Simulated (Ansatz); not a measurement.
The input, for Ansatz 0.2.0:

```yaml
crystal:
  periodic: [false, false, false]
  atoms:
    - {symbol: Cl, position_ang: [0.000000, 0.000000, -1.439333]}
    - {symbol: H, position_ang: [0.000000, 0.000000, 0.262667]}
    - {symbol: H, position_ang: [0.000000, 0.000000, 1.176667]}
basis:
  gaussian: {orbitals: 6-31G}
magnetization: {spin_polarized: false, initial_magnetization: 1}
correlation: {method: fci, electrons: outside_noble_gas}
```

```sh
$ ansatz run in.yaml --threads 1 --pin off --events-out ev --progress --plain --max-ram 2393MiB
```

Log:

```
315 factors; integrals over basis functions are off by at most 1.1e-7 eV
mean field evaluation 1: about -12530.7567 eV, gradient 8.7e0 eV
mean field evaluation 2: about -12530.7580 eV, gradient 8.7e0 eV
mean field evaluation 4: about -12531.5067 eV, gradient 1.5e0 eV
mean field evaluation 8: about -12531.6134 eV, gradient 2.1e-4 eV
mean field evaluation 16: about -12530.9506 eV, gradient 3.8e-4 eV
mean field evaluation 32: about -12530.9506 eV, gradient 8.8e-5 eV
mean field -12531.61343964 eV, -460.5282996743 hartree, gradient 1.8e-6 eV, S^2 0.750000; 7 other end points of the search recorded, 0 dependent functions left out
mean field evaluation 64: about -12531.2426 eV, gradient 2.6e0 eV
determinant -12531.61343964 eV, -460.5282996743 hartree, with singles and doubles -12533.50997177 eV, -460.5979959443 hartree
determinant -12530.95056827 eV, -460.5039396005 hartree, with singles and doubles -12532.52930779 eV, -460.5619572077 hartree
5 core orbitals not correlated: weight in the atoms' cores, before any rotation towards them, 1.000 or more for the frozen orbitals, at most 0.000 for the correlated occupied ones
reference -12531.61343964 eV, -460.5282996743 hartree; 5, 4 occupied and 7, 8 virtual orbitals, 315 factors
state -12533.52918612 eV, -460.5987020587 hartree
Total energy: -12533.52918612 eV, -460.5987020587 hartree
```

Natural occupations: 1.9916 1.9885 1.9885 1.9543 0.9991 0.0406 0.0109 0.0109 0.0073 0.0043 0.0031 0.0008.

Ran on 1 thread of Arm Neoverse V1, shared host: 1.4 s wall, 0.13 GiB peak host memory.
